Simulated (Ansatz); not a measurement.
C3H5N can be A, `C1=CNC1`, or B, `C=CN=C`.

Gas-phase electronic energies from Ansatz, PBE0-D4/def2-TZVP geometries. CCSD(T)/CBS adds triple-zeta CCSD(T) − MP2 to the extrapolated MP2 energy (def2 sets, frozen cores). Functionals use def2-TZVPP. B3LYP here is the variant with VWN-RPA as its local correlation; programs differ in this. One conformer a species, not always the lowest.

Task: Which isomer does CCSD(T)/CBS put lower? Give the gap. (An estimate is asked.)

Result: The calculation gave: B, by 13.8 kcal/mol.

Task: Give E(B) − E(A) in kcal/mol with B3LYP-D4, B2PLYP, PBE0-D4, MP2/def2-TZVPP, BLYP-D4, r2SCAN-D4, PBE-D4. (An estimate is asked.)

Result: Ansatz gave: B3LYP-D4 -17.5, B2PLYP -16.2, PBE0-D4 -10.6, MP2/def2-TZVPP -12.0, BLYP-D4 -19.5, r2SCAN-D4 -13.9, PBE-D4 -12.2. None reverses the order clearly.

Task: Does the order hold for the free energy at 298.15 K (harmonic terms from PBE0-D4)? (Estimate.)

Result: The calculation gave: Yes: G(B) − G(A) = -15.8 kcal/mol, for one conformer each.

Largest T1 diagnostic: 0.012.

Leaving LDA and LC-ωPBE aside and taking each functional with its dispersion term where it has one, the values, not all of them listed here, spread over 9.6 kcal/mol, from BLYP-D4 to PBE-QIDH. LDA lies +6.0 kcal/mol from PBE without D4. From r2SCAN to r2SCAN0 (25 % exact exchange), in def2-TZVPP and without D4, E(B) − E(A) moves by +1.8 kcal/mol.
